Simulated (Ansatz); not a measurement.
**Other spins and charges of AlP, triplet at one geometry**

Geometry (PBE0/def2-TZVP stationary point for this spin):

```xyz
2

Al    0.0000    0.0000    0.0000
P     0.0000    0.0000    2.2080
```

Basis 6-31G; Ansatz 0.2.0. Only valence electrons are correlated (noble-gas cores frozen). R marks a restricted (for open shells ROHF) determinant, U an unrestricted one. Active spaces: valence = (8e, 8o) chosen from the atoms' valence shells.

Gaps are energies of the second state less the first, at fixed atoms, for a selection of the levels run; each method lands on the state that its own search finds for that charge and spin.

Unrestricted rows (U, and Kohn–Sham where it breaks symmetry) aren't spin-pure: their determinants' ⟨S²⟩ exceeds S(S+1) by up to 1.03, so they mix in states of higher spin. Coupled cluster chose its determinant by a search with trial CCSD, here up to 0.26 eV above the lowest Hartree–Fock solution of its kind, and MP2 stands on that determinant too. For open shells CISD and CISDTQ are restricted-active-space CI with the open shells as a complete middle space. A value is left out where its run failed or describes another state than the reference as far as symmetry and spin tell, or, spin-broken singlets apart, can't be checked.

Problem. PBE gives 8.325 eV for removing an electron, to the doublet. Estimate what full CI gives in 6-31G.

Solution. Full CI in 6-31G gives 8.093 eV, so against it PBE is off by 0.232 eV, of which a good part can be the reference's own basis and frozen-core error.

By full CI's occupations no single determinant describes the doublet well.

| level | gap (eV) | error (meV) | ⟨S²⟩ where 0.1 over S(S+1) (first / second) |
| --- | --- | --- | --- |
| UMP2 | 7.598 | -495 | – / 1.78 |
| UCCSD* | 7.576 | -517 | – / 1.78 |
| UCCSD(T)* | 7.516 | -577 | – / 1.78 |
| UCCSDT* | 8.109 | 16 | – / 1.78 |
| CISDTQ | 8.094 | 1 | – / – |
| UCCSDT(Q)* | 8.096 | 3 | – / 1.78 |
| UCCSDTQ* | 8.092 | -1 | – / 1.78 |
| CASSCF (valence space) | 7.885 | -208 | – / – |
| NEVPT2 (valence space) | 8.021 | -72 | – / – |
| MRCISD (valence space) | 8.080 | -13 | – / – |
| MRCISD+Q (valence space) | 8.089 | -4 | – / – |
| r2SCAN | 8.321 | 228 | – / 1.76 |
| PBE0 | 8.221 | 128 | – / 1.76 |
| B3LYP | 8.246 | 153 | – / 1.76 |
| wB97M-V | 8.141 | 48 | – / 1.76 |
| B2PLYP | 8.016 | -77 | – / 1.77 |
| RPA-PBE | 7.773 | -320 | – / 1.75 |

An asterisk marks runs whose energy the program itself flagged as in doubt.

For one of the two states the restricted determinant has another symmetry than the lowest full-CI state, so methods that keep it describe a higher state and are left out.

Singlet less triplet: 0.487 eV at full CI (triplet B2, singlet A1, in C2v).

Large singles or doubles amplitudes warn of static correlation in the AlP singlet.

| level | gap (eV) | error (meV) |
| --- | --- | --- |
| RMP2 | 0.717 | 230 |
| RCCSD(T) | 0.496 | 9 |
| BCCD(T) | 0.504 | 17 |
| RCCSDT | 0.498 | 11 |
| CISDTQ | 0.544 | 57 |
| RCCSDTQ | 0.489 | 2 |
| CASSCF (valence space) | 0.384 | -103 |
| NEVPT2 (valence space) | 0.459 | -28 |
| MRCISD (valence space) | 0.484 | -3 |
| MRCISD+Q (valence space) | 0.489 | 2 |

Quintet less triplet: 2.085 eV at full CI (triplet B2, quintet B2, in C2v).

| level | gap (eV) | error (meV) |
| --- | --- | --- |
| RMP2 | 1.871 | -214 |
| UCCSD | 1.999 | -86 |
| RCCSD(T) | 2.059 | -26 |
| RCCSDT | 2.079 | -6 |
| RCCSDT(Q) | 2.084 | -1 |
| CASSCF (valence space) | 2.046 | -39 |
| MRCISD+Q (valence space) | 2.084 | -1 |
| B3LYP | 2.313 | 228 |
| wB97M-V | 2.326 | 241 |
| B2PLYP | 2.211 | 126 |

Removing an electron, to the quartet: 7.212 eV at full CI (triplet B2, quartet ion A2, in C2v).

| level | gap (eV) | error (meV) |
| --- | --- | --- |
| RMP2 | 7.124 | -88 |
| RCCSD | 7.139 | -73 |
| UCCSD | 7.137 | -75 |
| RCCSD(T) | 7.189 | -23 |
| BCCD(T) | 7.190 | -22 |
| RCCSDT(Q) | 7.211 | -1 |
| NEVPT2 (valence space) | 7.129 | -83 |
| MRCISD+Q (valence space) | 7.209 | -3 |
| wB97M-V | 7.718 | 506 |
| B2PLYP | 7.615 | 403 |

In so small a basis the reference is far from its limit while semilocal and hybrid functionals are nearer theirs (RPA and double hybrids share part of the reference's basis error), so the functionals' errors here hold much of the reference's basis and frozen-core error, which can add to them or hide them. The set has no polarisation functions, which weighs most on the reference.

Full CI is exact within this basis and frozen core; it isn't the basis-set limit. The frozen core follows each run's orbitals, which can shift R against U totals by a few meV.
